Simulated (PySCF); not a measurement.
**Building multiplets from coupling constants**

Structure with atom numbers: `[CH:1]#[C:2][F:3]`; H(Xn) means a hydrogen on atom n.

Single conformer, gas phase, non-relativistic Hamiltonian. Shieldings: GIAO B97-2/pcSseg-2; geometry from PBE0-D3(BJ)/def2-TZVP; couplings computed with B3LYP/pcJ-2; PySCF 2.14.

Chemical shifts δ = σref − σ; 13C and 1H vs TMS; 19F vs CFCl3, all at this level.

Spectrometer: 800 MHz for 1H. First-order analysis; couplings under 1 Hz (under 4 Hz in carbon signals) are ignored, and nearly equal couplings are merged; the smaller ones broaden or split the lines further.

Q: What pattern does C2 show in the proton-coupled 13C spectrum?

A: A doublet of doublets at δ 95.4: 389.8 Hz to F3 (1 × 19F, 1 bond away), 73.7 Hz to H(C1) (1 × 1H, 2 bonds away). Lines in Hz from the centre (relative intensity): +231.8 (1), +158.1 (1), -158.1 (1), -231.8 (1). The outer lines are 463.5 Hz apart, the sum of the couplings kept, or 2.304 ppm at this field.

Q: What pattern does H(C1) show (1H)?

A: A doublet at δ 0.92: 18.9 Hz to F3 (1 × 19F, 3 bonds away). Lines in Hz from the centre (relative intensity): +9.4 (1), -9.4 (1). The outer lines are 18.9 Hz apart, the sum of the couplings kept, or 0.024 ppm at this field.

Q: What pattern does F3 show (19F)?

A: A doublet at δ -225.9: 18.9 Hz to H(C1) (1 × 1H, 3 bonds away). Lines in Hz from the centre (relative intensity): +9.4 (1), -9.4 (1). The outer lines are 18.9 Hz apart, the sum of the couplings kept, or 0.025 ppm at this field.
